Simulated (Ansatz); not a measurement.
**CH3AlS: vertical ionisation energy**

An exercise on one series of results from a longer session: the logs are not shown, and one member is left open.

Method: unrestricted cation, the program's frozen cores in correlated methods; program: Ansatz 0.2.0, Gaussian basis.

Plan: UKS PBE-D4/def2-TZVPP; UKS r2SCAN-D4/def2-TZVPP; UKS PBE0-D4/def2-TZVPP; UKS B3LYP-D4/def2-TZVPP; UKS wB97X-V/def2-TZVPP; UKS wB97M-V/def2-TZVPP; UKS B2PLYP/def2-TZVPP; UHF-CCSD(T)/def2-TZVPP; UHF-MP2/def2-QZVPP; extrapolation to the limit; then −ε(HOMO) from the neutral's earlier runs with LDA (SPW92), PBE-D4, revPBE-D4, BLYP-D4, r2SCAN-D4, B97M-V, PBE0-D4, B3LYP-D4, r2SCANh-D4, r2SCAN0-D4, HSE06-D4, BHLYP-D4, CAM-B3LYP-D4, LC-ωPBE, ωB97X-V, ωB97M-V.

1 further run of the same task is left out (it didn't finish).

## Structure used throughout

An earlier PBE0-D4 in a triple-zeta def2 set relaxation fixed the geometry.

6 atoms, charge 0, spin multiplicity 1.

Atoms are counted from 1 here; the program's logs count them from 0.

Bond lengths: Al1–C2 1.959 Å, Al1–S3 2.399 Å, Al1–H4 1.581 Å, Al1–H5 1.581 Å, C2–S3 1.635 Å, C2–H6 1.089 Å. Angles: C2–Al1–S3 42.6°, C2–Al1–H4 116.9°, C2–Al1–H5 116.9°, S3–Al1–H4 112.8°, S3–Al1–H5 112.9°, H4–Al1–H5 125.2°, Al1–C2–S3 83.2°, Al1–C2–H6 156.6°, S3–C2–H6 120.2°, Al1–S3–C2 54.2°.

As a file:

```
Al   -0.63724    0.03354   -0.61829
C     0.95988   -0.23186    0.48423
S     0.08110    0.56882    1.60709
H    -1.68604   -1.14925   -0.65691
H    -0.64258    1.28847   -1.58037
H     1.96698   -0.57372    0.71794
```

Set-up of the first run:

Contents of in.yaml:

```yaml
crystal:
  periodic: [false, false, false]
  atoms:
    - {symbol: Al, position_ang: [-0.637239, 0.033540, -0.618292]}
    - {symbol: C, position_ang: [0.959882, -0.231858, 0.484234]}
    - {symbol: S, position_ang: [0.081101, 0.568818, 1.607092]}
    - {symbol: H, position_ang: [-1.686044, -1.149249, -0.656911]}
    - {symbol: H, position_ang: [-0.642577, 1.288467, -1.580365]}
    - {symbol: H, position_ang: [1.966977, -0.573718, 0.717941]}
basis:
  gaussian: {orbitals: def2-TZVPP}
total_charge: 1
magnetization: {spin_polarized: true, initial_magnetization: 1}
hamiltonian: {xc: pbe, dispersion: d4}
```

On the command line:

```console
$ ansatz run in.yaml --threads 2 --pin off --events-out ev --progress --plain --max-ram 4352MiB
```

Steps of the session up to this table: Cation, UKS PBE-D4/def2-TZVPP; Cation, UKS r2SCAN-D4/def2-TZVPP; Cation, UKS PBE0-D4/def2-TZVPP; Cation, UKS B3LYP-D4/def2-TZVPP; Cation, UKS wB97X-V/def2-TZVPP; Cation, UKS wB97M-V/def2-TZVPP; Cation, UKS B2PLYP (frozen core)/def2-TZVPP; Cation, UHF-CCSD(T)/def2-TZVPP; Cation, UHF-MP2/def2-QZVPP.

One table of the session follows, with a row left open; its other results are not shown here.

It belongs to the step «Ionisation energies side by side». For comparison, −ε(HOMO) of the neutral from earlier runs:

| functional | −ε(HOMO) (eV) |
| --- | --- |
| LDA (SPW92) | 6.24 |
| PBE-D4 | 6.13 |
| revPBE-D4 | 6.09 |
| BLYP-D4 | 5.98 |
| r2SCAN-D4 | 6.36 |
| B97M-V | 6.46 |
| PBE0-D4 | 7.30 |
| B3LYP-D4 | 7.08 |
| r2SCANh-D4 | 6.79 |
| r2SCAN0-D4 | ? |
| HSE06-D4 | 6.90 |
| BHLYP-D4 | 8.34 |
| CAM-B3LYP-D4 | 8.59 |
| LC-ωPBE | 9.95 |
| ωB97X-V | 9.60 |
| ωB97M-V | 9.43 |

Estimate the missing values for r2SCAN0-D4.

Worked estimate for «−ε(HOMO) (eV)». Against the share of exact exchange, r2SCAN-D4 (0, 6.36), r2SCANh-D4 (0.1, 6.79) give a slope of 4.30 per unit share; at 0.25 the line stands at 7.43.

As computed: −ε(HOMO) (eV): 7.44. In «−ε(HOMO) (eV)» the line misses by -0.01.

To keep in mind: The cation may have settled in a state other than its lowest; no search over hole states beyond the program's own was made.
